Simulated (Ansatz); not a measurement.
```yaml
crystal:
  periodic: [false, false, false]
  atoms:
    - {symbol: Mo, position_ang: [0.000000, 0.000000, 0.000000]}
    - {symbol: N, position_ang: [0.000000, 0.000000, 2.160000]}
basis:
  gaussian: {orbitals: def2-TZVP}
total_charge: 1
magnetization: {spin_polarized: true, initial_magnetization: 6}
hamiltonian: {xc: pbe0}
relax: {f_tol: 0.004, max_steps: 80}
```

```sh
$ ansatz run in.yaml --threads 1 --pin off --events-out ev --progress --plain --max-ram 2176MiB
```

Steps of the relaxation (energy above the last step; positions in Å, forces in eV/Å):

```
2
step 1, 16.4 meV
Mo    0.000    0.000    0.000    0.000    0.000    0.630
N     0.000    0.000    2.160    0.000    0.000   -0.630
```

```
2
step 2, 0.7 meV
Mo    0.000    0.000    0.030    0.000    0.000   -0.146
N     0.000    0.000    2.130    0.000    0.000    0.146
```

```
2
step 3, 0.0 meV
Mo    0.000    0.000    0.025    0.000    0.000    0.001
N     0.000    0.000    2.135    0.000    0.000   -0.001
```

Close pairs at the end: Mo1–N2 2.110 Å.

A stationary point of unrestricted PBE0 after 3 steps, with ⟨S²⟩ = 12.032 against 12.00 for a pure state. 38 s on 1 thread of Arm Neoverse N1, shared host.
